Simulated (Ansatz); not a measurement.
Working through an active-space calculation of CH3O (charge -1), SMILES C[O-]

With the Python package of Ansatz (0.2.0).

The cells in order, each with its output:

```python
import warnings

import ansatz as az
```

```python
warnings.simplefilter("ignore", az.DeckWarning)
```

```python
mol = (
    az.Crystal.molecule()
    .atom("C", (0.03316, -0.0266, -0.0081))
    .atom("O", (1.02177, -0.82433, -0.25066))
    .atom("H", (-1.02276, -0.49108, -0.10185))
    .atom("H", (-0.04155, 0.90457, -0.69124))
    .atom("H", (0.00937, 0.43745, 1.05184))
)
```

```python
setup = (
    mol.calculation()
    .basis(gaussian="def2-SVP")  # atom-centred Gaussian functions
    .charge(-1)
    .correlation(active_electrons=4, active_orbitals=4)
)
for method in [None, "sc_nevpt2"]:
    data = (setup if method is None else setup.correlation(method)).run().report
    space = data["configurations"]
    state = space["states"][0]
    print(method or "casscf", f"total {data['free_energy_ev'] / 27.211386246:.6f} Ha, active-space state {state['energy']['hartree']:.6f} Ha, mean field {data['reference_energy_ev'] / 27.211386246:.6f} Ha")
    print("  determinants", state["n_determinants"], " natural occupations", [round(n, 3) for n in space["natural_occupations"]])
print("effectively unpaired electrons, sum of min(n, 2 - n):", round(sum(min(n, 2 - n) for n in space["natural_occupations"]), 3))
```

    casscf total -114.345849 Ha, active-space state -114.345849 Ha, mean field -114.299565 Ha
      determinants 36  natural occupations [1.982, 1.981, 0.019, 0.017]
    RunWarning: the results are in doubt because another end's mean lies 0.254 eV lower, and its corrected mean 0.176 eV higher
    sc_nevpt2 total -114.634997 Ha, active-space state -114.336507 Ha, mean field -114.299565 Ha
      determinants 36  natural occupations [1.979, 1.975, 0.024, 0.022]
    effectively unpaired electrons, sum of min(n, 2 - n): 0.092

Reading the output:
- The settings weren't tested for convergence.
- Warnings are shown shortened and without file and line.
- The geometry is a force-field or estimated start, not a minimum of this method, and the basis set is short of its limit. The active space starts as a window about the frontier orbitals and is then optimised, not chosen by chemistry.
- A lower CASSCF solution was found and passed over, so the printed active-space state isn't the lowest.
- Anions want diffuse functions, which this basis lacks.
- The script silences the warnings on its input, which a real study should read.
- Wall time of the script: 6.8 s on 1 thread of Arm Neoverse V2, on a shared host, peak memory 0.14 GiB.

(Lines on the test bed's own set-up are left out of the output.)
